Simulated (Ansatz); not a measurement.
Geometry optimisation, RKS B3LYP-D4/def2-SVP in Ansatz.

input.yaml

```yaml
crystal:
  periodic: [false, false, false]
  atoms:
    - { symbol: B, position_ang: [0.179, -0.8887, 0.3374] }
    - { symbol: C, position_ang: [-0.3699, 0.8361, -0.0553] }
    - { symbol: H, position_ang: [-0.6739, -1.6584, 0.1306] }
    - { symbol: H, position_ang: [0.8418, -0.91, 1.2976] }
    - { symbol: H, position_ang: [0.5117, -0.1118, -0.6031] }
    - { symbol: H, position_ang: [1.0964, -0.8618, -0.864] }
    - { symbol: H, position_ang: [-0.9376, 0.9329, -0.9792] }
    - { symbol: H, position_ang: [-1.0585, 1.0674, 0.7559] }
    - { symbol: H, position_ang: [0.411, 1.5944, -0.0199] }
basis:
  gaussian: { orbitals: def2-SVP }
hamiltonian:
  xc: b3lyp
  dispersion: d4
relax:
  f_tol: 0.15
  max_steps: 25
  restrain:
    - { distance: [0, 5], at: 2.45, k: 30.0 }
    - { distance: [4, 1], at: 2.37, k: 30.0 }
    - { distance: [0, 1], at: 1.6, k: 30.0 }
    - { distance: [4, 5], at: 0.62, k: 30.0 }
```

Command:

```bash
$ ansatz run input.yaml --threads 1 --pin off --max-ram 2048MiB --backend cpu --events-out ev --progress --plain --runs-dir out
```

Problem. Where does it end, and by what steps?

Solution. The run converged. The restraints hold the end off the free minimum. After 8 steps the energy has fallen by 0.925 eV (the restraints' own energy left out); H5 moved furthest, 0.85 Å. Parted: B1–H5. Joined: H5–H6.

```tsv
step	energy less start (eV)	largest force component (eV/Å)	accepted
0	0.0000	1.379	yes
1	-0.0077	2.505	yes
2	-0.1048	3.357	yes
3	-0.3466	2.504	yes
4	-0.6794	2.205	yes
5	-0.4982	2.198	no
6	-0.8934	1.629	yes
7	-0.9130	2.146	yes
8	-0.9254	2.076	yes
```

```xyz
9
Properties=species:S:1:pos:R:3
B -0.124 -0.632 0.575
C -0.494 0.835 0.107
H -0.781 -1.579 0.213
H 0.757 -0.817 1.380
H 1.081 -0.426 -1.156
H 1.454 -1.015 -1.256
H -1.008 0.894 -0.864
H -1.227 1.190 0.863
H 0.341 1.550 0.138
```

Whether the end is a true minimum wasn't checked by a vibrational analysis.

Run time: 12 s on 1 CPU thread of a shared host.
